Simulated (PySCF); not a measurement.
# C2H2O: excited-state relaxation, vibronic structure

Aim: compute the excited-state relaxation, vibronic structure of C2H2O (`C=C=O`).

Programs: PySCF 2.14.0, with routines of our own; each step states its level. All values are computed. Atoms count from 0.

## Step 1: The system as given

5 atoms, charge 0, multiplicity 1; geometry from: GFN2-xTB.

## Step 2: Relaxing the molecule at BHandHLYP/6-31+G*

What the job is given:

```
{"job": {"xc": "BHandHLYP", "basis": "6-31+G*", "grid": 1, "kind": "geom"}, "charge": 0, "multiplicity": 1}
C     -0.501155     0.015261     0.150200
C      0.730522    -0.020472    -0.226790
O      1.841199    -0.052777    -0.566428
H     -1.111105    -0.865879     0.135476
H     -0.950838     0.926720     0.490358
```

On the command line:

```
OMP_NUM_THREADS=1 python excited_run.py task.json out
```

This one command runs all jobs of the session in turn.

Standard output:

```text
step   0  E = -152.51285361  max force = 0.030274
step   1  E = -152.51350160  max force = 0.001580
step   2  E = -152.51351244  max force = 0.000517
step   3  E = -152.51351612  max force = 0.000476
step   4  E = -152.51351640  max force = 0.000086
optimisation converged
```

It took 4.9 s on 1 thread of Intel Xeon Platinum 8259CL at 2.50GHz, shared host; peak memory 0.29 GiB.

Along the way:

```
step  energy from step 0 (eV)  largest force component (eV/Å)
   0                   0.0000                          1.5568
   1                  -0.0176                          0.0812
   2                  -0.0179                          0.0266
   3                  -0.0180                          0.0245
   4                  -0.0180                          0.0044
```

Close pairs (by a distance rule), those that changed most:

```
 bond  before (Å)  after (Å)  change (Å)
C0–C1       1.289      1.308      +0.019
C1–O2       1.162      1.157      -0.005
C0–H4       1.072      1.075      +0.003
C0–H3       1.072      1.075      +0.003
```

The end geometry stands in the next job.

```
                         at the end point                  value
  point group (found at 0.08 Å tolerance)                    C2v
rotational constants (GHz, main isotopes)  287.0, 10.371, 10.009
                        dipole moment (D)                   1.66
```

## Step 3: Excited-state relaxation: TDA BHandHLYP/6-31+G*

What the job is given:

```
{"job": {"kind": "xopt", "state": "S1", "method": "TDA", "freq": true, "xc": "BHandHLYP", "basis": "6-31+G*", "grid": 1}, "charge": 0, "multiplicity": 1}
C     -0.456131    -0.039231     0.207958
C      0.788677    -0.066605    -0.192793
O      1.889560    -0.090234    -0.547328
H     -1.039716    -0.941580     0.188636
H     -0.882288     0.885337     0.552591
```

With the program's defaults for keys left out, this is: TDA BHandHLYP/6-31+G* excited-state geometry optimisation, gas phase.

Standard output:

```text
final grid: 20488 points
cycle   1  E = -152.4406934530  dE =  5.398e-01  |g| = 5.892e-01  |ddm| = 2.684e+00
cycle   2  E = -152.3676320617  dE =  7.306e-02  |g| = 8.882e-01  |ddm| = 9.297e-01
cycle   3  E = -152.5113990587  dE = -1.438e-01  |g| = 9.181e-02  |ddm| = 5.461e-01
cycle   4  E = -152.5132059796  dE = -1.807e-03  |g| = 3.230e-02  |ddm| = 1.000e-01
cycle   5  E = -152.5135033336  dE = -2.974e-04  |g| = 5.570e-03  |ddm| = 3.729e-02
cycle   6  E = -152.5135147879  dE = -1.145e-05  |g| = 1.674e-03  |ddm| = 8.303e-03
cycle   7  E = -152.5135162147  dE = -1.427e-06  |g| = 5.841e-04  |ddm| = 2.657e-03
cycle   8  E = -152.5135163964  dE = -1.816e-07  |g| = 8.545e-05  |ddm| = 1.105e-03
cycle   9  E = -152.5135164004  dE = -3.999e-09  |g| = 7.146e-06  |ddm| = 1.852e-04
cycle  10  E = -152.5135164004  dE = -3.467e-11  |g| = 1.624e-06  |ddm| = 1.731e-05
converged SCF energy = -152.5135164004

vertical S1 at the ground-state geometry: 4.0352 eV
step    E(state)/Eh    max force   excitation/eV  root
  0    -152.36302149   0.102496     4.0546      1
  1    -152.37397377   0.021088     3.5238      1
  2    -152.37710882   0.030545     3.3977      1
  3    -152.38664093   0.049877     1.7666      1
  4    -152.39375725   0.024411     2.2443      1
  5    -152.40113513   0.023221     1.7122      1
  6    -152.37383932   0.137532     0.2658      1
  7    -152.40287217   0.033898     0.5989      1
optimisation not converged (near crossing with ground state)
```

Wall time 53 s (1 thread of Intel Xeon Platinum 8259CL at 2.50GHz, shared host); peak memory 0.3 GiB.

**What went wrong.** The excited state lay within 0.8 eV of the ground state, the driver's bar for a possible crossing, so it stopped. Cure: use a multireference or spin-flip method there. Numbers from the part that failed are no properties of the molecule.

## Step 4: Excited-state relaxation: UKS BHandHLYP/6-31+G*

What the job is given:

```
{"job": {"kind": "xopt", "state": "T1", "method": "UKS", "freq": true, "xc": "BHandHLYP", "basis": "6-31+G*", "grid": 1}, "charge": 0, "multiplicity": 1}
C     -0.456131    -0.039231     0.207958
C      0.788677    -0.066605    -0.192793
O      1.889560    -0.090234    -0.547328
H     -1.039716    -0.941580     0.188636
H     -0.882288     0.885337     0.552591
```

Level: UKS BHandHLYP/6-31+G* excited-state geometry optimisation, gas phase.

Standard output:

```text
final grid: 20488 points
cycle   1  E = -152.4406934530  dE =  5.398e-01  |g| = 5.892e-01  |ddm| = 2.684e+00
cycle   2  E = -152.3676320617  dE =  7.306e-02  |g| = 8.882e-01  |ddm| = 9.297e-01
cycle   3  E = -152.5113990587  dE = -1.438e-01  |g| = 9.181e-02  |ddm| = 5.461e-01
cycle   4  E = -152.5132059796  dE = -1.807e-03  |g| = 3.230e-02  |ddm| = 1.000e-01
cycle   5  E = -152.5135033336  dE = -2.974e-04  |g| = 5.570e-03  |ddm| = 3.729e-02
cycle   6  E = -152.5135147879  dE = -1.145e-05  |g| = 1.674e-03  |ddm| = 8.303e-03
cycle   7  E = -152.5135162147  dE = -1.427e-06  |g| = 5.841e-04  |ddm| = 2.657e-03
cycle   8  E = -152.5135163964  dE = -1.816e-07  |g| = 8.545e-05  |ddm| = 1.105e-03
cycle   9  E = -152.5135164004  dE = -3.999e-09  |g| = 7.146e-06  |ddm| = 1.852e-04
cycle  10  E = -152.5135164004  dE = -3.467e-11  |g| = 1.624e-06  |ddm| = 1.731e-05
converged SCF energy = -152.5135164004

vertical T1 at the ground-state geometry: 3.3986 eV
step    E(state)/Eh    max force   <S^2>
  0    -152.38657398   0.110629    2.0178
  1    -152.39912726   0.023163    2.0218
  2    -152.40341850   0.035362    2.0209
  3    -152.39363698   0.105548    2.0339
  4    -152.41968714   0.052810    2.0198
  5    -152.43023081   0.027046    2.0176
  6    -152.43545960   0.020556    2.0180
  7    -152.44002764   0.016410    2.0172
  8    -152.44025515   0.005591    2.0178
  9    -152.44057742   0.002097    2.0180
 10    -152.44059104   0.001459    2.0181
 11    -152.44059350   0.000190    2.0182
optimisation converged
vertical emission -0.0372 eV, adiabatic 1.9843 eV, Stokes shift 3.4358 eV, reorganisation 1.4143 (excited) and 2.0215 eV (ground)
zero-point change -0.0354 eV, 0-0 energy 1.9489 eV
frequencies of the excited state (cm-1): 421 481 805 1030 1115 1512 1897 3242 3386
```

Run time: 65 s. Hardware: 1 thread of Intel Xeon Platinum 8259CL at 2.50GHz, shared host; peak memory 0.3 GiB.

From this job:

```
                                     quantity     value
vertical gap at the ground-state geometry, T1   3.40 eV
                         adiabatic energy, T1   1.98 eV
     vertical gap at the relaxed geometry, T1  -0.04 eV
               difference of the two gaps, T1   3.44 eV
                    geometry moved (RMSD), T1   0.364 Å
```

Bonds of the start that changed most:

```
 bond  start (Å)  end (Å)
C0–C1      1.308    1.436
C1–O2      1.157    1.187
C0–H3      1.075    1.081
C0–H4      1.075    1.075
```

Mulliken spin populations:

```
atom  value (e)
  C0       0.92
  C1       0.66
  O2       0.48
  H3      -0.01
  H4      -0.06
```

## Step 5: Excited-state relaxation: TDA BHandHLYP/6-31+G*

What the job is given:

```
{"job": {"kind": "xopt", "state": "T1", "method": "TDA", "xc": "BHandHLYP", "basis": "6-31+G*", "grid": 1}, "charge": 0, "multiplicity": 1}
C     -0.456131    -0.039231     0.207958
C      0.788677    -0.066605    -0.192793
O      1.889560    -0.090234    -0.547328
H     -1.039716    -0.941580     0.188636
H     -0.882288     0.885337     0.552591
```

With the program's defaults for keys left out, this is: TDA BHandHLYP/6-31+G* excited-state geometry optimisation, gas phase.

Standard output:

```text
final grid: 20488 points
cycle   1  E = -152.4406934530  dE =  5.398e-01  |g| = 5.892e-01  |ddm| = 2.684e+00
cycle   2  E = -152.3676320617  dE =  7.306e-02  |g| = 8.882e-01  |ddm| = 9.297e-01
cycle   3  E = -152.5113990587  dE = -1.438e-01  |g| = 9.181e-02  |ddm| = 5.461e-01
cycle   4  E = -152.5132059796  dE = -1.807e-03  |g| = 3.230e-02  |ddm| = 1.000e-01
cycle   5  E = -152.5135033336  dE = -2.974e-04  |g| = 5.570e-03  |ddm| = 3.729e-02
cycle   6  E = -152.5135147879  dE = -1.145e-05  |g| = 1.674e-03  |ddm| = 8.303e-03
cycle   7  E = -152.5135162147  dE = -1.427e-06  |g| = 5.841e-04  |ddm| = 2.657e-03
cycle   8  E = -152.5135163964  dE = -1.816e-07  |g| = 8.545e-05  |ddm| = 1.105e-03
cycle   9  E = -152.5135164004  dE = -3.999e-09  |g| = 7.146e-06  |ddm| = 1.852e-04
cycle  10  E = -152.5135164004  dE = -3.467e-11  |g| = 1.624e-06  |ddm| = 1.731e-05
converged SCF energy = -152.5135164004

vertical T1 at the ground-state geometry: 3.6535 eV
step    E(state)/Eh    max force   excitation/eV  root
  0    -152.37684251   0.108042     3.6785      1
  1    -152.38752518   0.030976     3.0847      1
  2    -152.39494609   0.043988     2.8428      1
  3    -152.40698112   0.045805     1.1885      1
  4    -152.41357351   0.034674     1.3887      1
  5    -152.40829536   0.055759     1.7261      1
  6    -152.42505572   0.015427     0.5725      1
optimisation not converged (near crossing with ground state)
```

Run time: 18 s. Hardware: 1 thread of Intel Xeon Platinum 8259CL at 2.50GHz, shared host; peak memory 0.31 GiB.

Diagnosis: The excited state lay within 0.8 eV of the ground state, the driver's bar for a possible crossing, so it stopped. The remedy is to use a multireference or spin-flip method there. Numbers from the part that failed are no properties of the molecule.

## Step 6: Vibronic structure: TDA BHandHLYP/6-31+G*

What the job is given:

```
{"job": {"kind": "vib", "tda": true, "freq": true, "xc": "BHandHLYP", "basis": "6-31+G*", "grid": 1}, "charge": 0, "multiplicity": 1}
C     -0.456131    -0.039231     0.207958
C      0.788677    -0.066605    -0.192793
O      1.889560    -0.090234    -0.547328
H     -1.039716    -0.941580     0.188636
H     -0.882288     0.885337     0.552591
```

Level: TDA BHandHLYP/6-31+G* vertical-gradient vibronic structure (displaced harmonic oscillators, Condon), gas phase.

Standard output:

```text
final grid: 20488 points
cycle   1  E = -152.4406934530  dE =  5.398e-01  |g| = 5.892e-01  |ddm| = 2.684e+00
cycle   2  E = -152.3676320617  dE =  7.306e-02  |g| = 8.882e-01  |ddm| = 9.297e-01
cycle   3  E = -152.5113990587  dE = -1.438e-01  |g| = 9.181e-02  |ddm| = 5.461e-01
cycle   4  E = -152.5132059796  dE = -1.807e-03  |g| = 3.230e-02  |ddm| = 1.000e-01
cycle   5  E = -152.5135033336  dE = -2.974e-04  |g| = 5.570e-03  |ddm| = 3.729e-02
cycle   6  E = -152.5135147879  dE = -1.145e-05  |g| = 1.674e-03  |ddm| = 8.303e-03
cycle   7  E = -152.5135162147  dE = -1.427e-06  |g| = 5.841e-04  |ddm| = 2.657e-03
cycle   8  E = -152.5135163964  dE = -1.816e-07  |g| = 8.545e-05  |ddm| = 1.105e-03
cycle   9  E = -152.5135164004  dE = -3.999e-09  |g| = 7.146e-06  |ddm| = 1.852e-04
cycle  10  E = -152.5135164004  dE = -3.467e-11  |g| = 1.624e-06  |ddm| = 1.731e-05
converged SCF energy = -152.5135164004

Singlet excitations (eV, f): 4.035 (0.0000)  6.212 (0.0561)  7.448 (0.0077)  7.490 (0.0000)  7.711 (0.1682)  8.426 (0.0202)

State S1  4.0352 eV  f = 0.00000  H->L 0.98
  relaxed dipole 2.713 D, largest gradient of the excitation energy 0.0796 Eh/bohr
  mode    cm-1        S   lambda/meV  Raman
    5   1220.8    1.5232     230.6   1.000
    8   3300.3    0.0238       9.8   0.114
    7   2299.7    0.0185       5.3   0.043
    6   1489.5    0.0149       2.8   0.015
  reorganisation energy 0.2483 eV, total S 1.580, 0-0 3.7868 eV
  absorption maximum 3.939 eV, width 0.328 eV

State S2  6.2116 eV  f = 0.05606  H->L+1 0.96
  relaxed dipole 1.883 D, largest gradient of the excitation energy 0.1236 Eh/bohr
  mode    cm-1        S   lambda/meV  Raman
    7   2299.7    0.4622     131.8   1.000
    6   1489.5    0.0926      17.1   0.084
    5   1220.8    0.0707      10.7   0.043
  reorganisation energy 0.1601 eV, total S 0.627, 0-0 6.0515 eV
  absorption maximum 6.052 eV, width 0.038 eV

State S5  7.7114 eV  f = 0.16823  H->L+4 0.90
  relaxed dipole 0.707 D, largest gradient of the excitation energy 0.0659 Eh/bohr
  mode    cm-1        S   lambda/meV  Raman
    5   1220.8    0.3216      48.7   0.803
    7   2299.7    0.1129      32.2   1.000
  reorganisation energy 0.0830 eV, total S 0.442, 0-0 7.6284 eV
  absorption maximum 7.628 eV, width 0.038 eV

State T1  3.6535 eV  f = 0.00000  H->L 0.98
  relaxed dipole 2.851 D, largest gradient of the excitation energy 0.0851 Eh/bohr
  mode    cm-1        S   lambda/meV  Raman
    5   1220.8    1.4966     226.5   1.000
    7   2299.7    0.0364      10.4   0.086
    8   3300.3    0.0235       9.6   0.115
    6   1489.5    0.0202       3.7   0.020
  reorganisation energy 0.2503 eV, total S 1.577, 0-0 3.4033 eV
  absorption maximum 3.555 eV, width 0.328 eV
```

Wall time 5.6 s (1 thread of Intel Xeon Platinum 8259CL at 2.50GHz, shared host); peak memory 0.31 GiB.

The fields below are evaluated on a grid from the run's orbitals.

Frontier orbitals at BHandHLYP/6-31+G*, with the share of their density that lies nearest to each atom:

```
orbital  energy (eV)                                   lies on
   HOMO        -8.23                 C0 47 %; O2 22 %; C1 18 %
   LUMO         0.31  C1 49 %; O2 27 %; H3, H4 about 10 % each
```

ELF in a plane through or near 5 of the atoms.

Values, 10 rows by 14 columns:
```
0.00 0.00 0.00 0.00 0.00 0.00 0.00 0.00 0.00 0.00 0.00 0.00 0.00 0.00
0.00 0.00 0.00 0.00 0.00 0.00 0.00 0.00 0.00 0.00 0.00 0.00 0.00 0.00
0.00 0.00 0.00 0.00 0.01 0.01 0.00 0.05 0.61 0.58 0.03 0.00 0.00 0.00
0.00 0.00 0.03 0.29 0.37 0.26 0.06 0.28 1.00 1.00 0.56 0.00 0.00 0.00
0.00 0.01 0.24 0.80 0.78 0.75 0.58 0.51 0.97 0.95 0.27 0.00 0.00 0.00
0.00 0.01 0.35 0.90 0.50 0.58 0.42 0.43 0.32 0.58 0.08 0.00 0.00 0.00
0.00 0.00 0.15 0.64 0.66 0.61 0.35 0.41 1.00 1.00 0.50 0.00 0.00 0.00
0.00 0.00 0.00 0.10 0.17 0.09 0.02 0.17 0.98 0.98 0.33 0.00 0.00 0.00
0.00 0.00 0.00 0.00 0.00 0.00 0.00 0.01 0.11 0.08 0.00 0.00 0.00 0.00
0.00 0.00 0.00 0.00 0.00 0.00 0.00 0.00 0.00 0.00 0.00 0.00 0.00 0.00
```
The map spans 9.0 Å across and 7.1 Å up, centred on the molecule. Atoms in the plane (x, y in Å): C0 (0.5, 0.0), C1 (-0.8, 0.0), O2 (-1.9, 0.0), H3 (1.1, -0.9), H4 (1.1, 0.9).

On the surface of density 0.002 e/bohr³ the electrostatic potential runs, from the 1st to the 99th percentile, from -0.95 V near O2 to 1.48 V near C1.

## Step 7: Summary of results

```
                                                                                                quantity                               value
                                                                                             point group                                 C2v
                                                                    rotational constants (main isotopes)            286.97, 10.37, 10.01 GHz
                           vertical gap at the ground-state geometry, T1 (step 4, UKS BHandHLYP/6-31+G*)                             3.40 eV
                                                    adiabatic energy, T1 (step 4, UKS BHandHLYP/6-31+G*)                             1.98 eV
                                vertical gap at the relaxed geometry, T1 (step 4, UKS BHandHLYP/6-31+G*)                            -0.04 eV
                                          difference of the two gaps, T1 (step 4, UKS BHandHLYP/6-31+G*)                             3.44 eV
S1: vertical, reorganisation, 0-0, total S (step 6, TDA BHandHLYP/6-31+G*, modes from BHandHLYP/6-31+G*)            4.04, 0.25, 3.79 eV; 1.6
S2: vertical, reorganisation, 0-0, total S (step 6, TDA BHandHLYP/6-31+G*, modes from BHandHLYP/6-31+G*)            6.21, 0.16, 6.05 eV; 0.6
S5: vertical, reorganisation, 0-0, total S (step 6, TDA BHandHLYP/6-31+G*, modes from BHandHLYP/6-31+G*)            7.71, 0.08, 7.63 eV; 0.4
                                                                   surface potential, 1st and 99th percentile                  -0.95 V and 1.48 V
                                                                                                    runs  2 failed, 0 ended on unsound input
```

What this shows: The optimisation took 4 steps and gained 0.018 eV; among the close pairs (by a distance rule), C0–C1 changed most, from 1.289 to 1.308 Å. In step 4 the gap at the relaxed geometry is under 0.8 eV (below zero), where a single closed-shell reference fails, so that gap and differences built on it are unreliable. In step 4 (excited-state relaxation), among the bonds C0–C1 changes most, from 1.308 to 1.436 Å. The atoms move far more than that, so angles or torsions carry the main change. The vibronic model keeps the ground-state modes and shifts them along the gradient alone, so it can miss much of the relaxation that a full optimisation finds.
